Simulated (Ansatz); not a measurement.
The input, for Ansatz 0.2.0:

```yaml
crystal:
  periodic: [false, false, false]
  atoms:
    - {symbol: B, position_ang: [0.000000, 0.000000, 0.008418]}
    - {symbol: O, position_ang: [0.000000, 0.000000, -1.189543]}
    - {symbol: H, position_ang: [0.000000, 0.000000, 1.181125]}
basis:
  gaussian: {orbitals: "6-31G*"}
magnetization: {spin_polarized: false}
correlation: {method: ccsd_t, electrons: valence}
```

```sh
$ ansatz run in.yaml --threads 1 --pin off --events-out ev --progress --plain --max-ram 2393MiB
```

(1) Roughly how long does this take on 1 thread of Arm Neoverse V2, shared host, and how much host memory?

```
298 factors; integrals over basis functions are off by at most 9.4e-4 eV
mean field evaluation 1: about -2722.1236 eV, gradient 4.0e1 eV
mean field evaluation 2: about -2722.1280 eV, gradient 4.0e1 eV
mean field evaluation 4: about -2725.6271 eV, gradient 2.1e0 eV
mean field evaluation 8: about -2725.6504 eV, gradient 1.1e-1 eV
mean field evaluation 16: about -2725.6422 eV, gradient 4.4e-1 eV
mean field -2725.65050375 eV, -100.1658085007 hartree, gradient 2.0e-6 eV, S^2 0.000000; 0 other end points of the search recorded, 0 dependent functions left out
2 core orbitals not correlated: weight in the atoms' cores, before any rotation towards them, 1.000 or more for the frozen orbitals, at most 0.000 for the correlated occupied ones
reference -2725.65050375 eV, -100.1658085007 hartree; 5, 5 occupied and 25, 25 virtual orbitals, 298 factors
second order -7.01994888 eV of doubles, -0.00000000 eV of singles
cycle   1  -6.85401311 eV  change    1.7e-1 eV  update   9.7e-2
cycle   2  -7.11275234 eV  change   -2.6e-1 eV  update   3.0e-2
cycle   3  -7.19496437 eV  change   -8.2e-2 eV  update   1.7e-2
cycle   4  -7.18588319 eV  change    9.1e-3 eV  update   2.8e-3
cycle   5  -7.18666249 eV  change   -7.8e-4 eV  update   8.9e-4
cycle   6  -7.18703844 eV  change   -3.8e-4 eV  update   2.4e-4
cycle   7  -7.18697705 eV  change    6.1e-5 eV  update   7.6e-5
cycle   8  -7.18697516 eV  change    1.9e-6 eV  update   2.7e-5
cycle   9  -7.18697512 eV  change    3.7e-8 eV  update   6.7e-6
perturbative correction -0.23878452 eV, -0.0087751694 hartree
Total energy: -2733.07626340 eV, -100.4387001343 hartree
```

Answers

(1) 0.18 s wall and 0.15 GiB.
